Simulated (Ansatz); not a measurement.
Consider the interaction energy of a dimer with the counterpoise correction of P2 (Ansatz 0.2.0 through its Python package).

The script, `dimer_p2.py`:
```python
'''Binding of a P2 dimer at a trial geometry.'''

import ansatz as az

FIRST = [
    ('P', (0.0, 0.0, -1.065)),
    ('P', (0.0, 0.0, 1.065)),
]
SECOND = [
    ('P', (-0.9597, 3.2542, -1.4022)),
    ('P', (0.2912, 3.1401, 0.318)),
]

def energy(atoms, ghosts=()):
    molecule = az.Crystal.molecule()
    for symbol, xyz in atoms:
        molecule = molecule.atom(symbol, xyz)
    calc = (
        molecule.calculation()
        .basis(gaussian='cc-pVDZ')
        .functional('pbe')
    )
    deck = calc.input()
    if ghosts:
        deck = deck.set(az.key.basis.gaussian.ghost_atoms, [{'symbol': s, 'position_ang': list(xyz)} for s, xyz in ghosts])
    return az.Session.from_dict(deck).plan().execute().report['free_energy_ev']

# ghost atoms carry the functions of the partner
both = energy(FIRST + SECOND)
alone = energy(FIRST) + energy(SECOND)
ghosted = energy(FIRST, SECOND) + energy(SECOND, FIRST)
print(f'dimer {both:.6f} eV')
print(f'interaction, uncorrected   {(both - alone):8.3f} eV')
print(f'interaction, counterpoise  {(both - ghosted):8.3f} eV')
print(f'basis-set superposition    {(alone - ghosted):8.3f} eV')
```

How large is the interaction at this pose, and how much of it is basis-set superposition?

Uncorrected it is 0.228 eV, with the counterpoise correction 0.270 eV; the difference, 0.04 eV, is the superposition error. In this basis both values are repulsive.

The run itself:

Running `python dimer_p2.py` prints:
```text
dimer -37135.862203 eV
interaction, uncorrected      0.228 eV
interaction, counterpoise     0.270 eV
basis-set superposition       0.041 eV
```

What to keep in mind:
- Total energies depend on the basis set; only differences at equal settings carry meaning.
- The dimer is a generated trial pose of unrelaxed monomers, not a minimum, so the figure is no binding energy, and the basis set is small.
- This level lacks the dispersion part of the attraction (electrostatics and induction are there), which can decide the sign where the interaction is weak.
- The spin state was assumed, and another may lie lower.
- Run time: 5.5 s on 1 thread of Arm Neoverse V1, on a shared host, peak memory 0.17 GiB.
